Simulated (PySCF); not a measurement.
Electron affinity of B by level of theory

B⁻ [He] 2s2 2p2 (3P) → B [He] 2s2 2p1 (2P), as a difference of total energies. All numbers are calculated (PySCF 2.14, the spin-free X2C one-electron Hamiltonian (Gaussian nucleus), in aug-cc-pCVTZ-DK (7s6p4d2f, 59 functions)). Correlated levels: valence: 1s2 frozen. The calculations carry no spin-orbit coupling.

```json
{"method": "UHF", "electron affinity (eV)": "-0.306", "error (eV)": "-0.586"}
{"method": "MP2 (valence)", "electron affinity (eV)": "0.206", "error (eV)": "-0.074"}
{"method": "SCS-MP2 (valence)", "electron affinity (eV)": "0.059", "error (eV)": "-0.221"}
{"method": "CCSD (valence)", "electron affinity (eV)": "0.165", "error (eV)": "-0.115"}
{"method": "CCSD(T) (valence)", "electron affinity (eV)": "0.229", "error (eV)": "-0.051"}
```

Reference: 0.280 eV (measured; photodetachment measurements, as compiled on the Wikipedia data page of electron affinities).

Errors of the correlated levels include the incompleteness of this basis and the frozen core.

A negative affinity means that the anion lies above the atom at that level of theory.
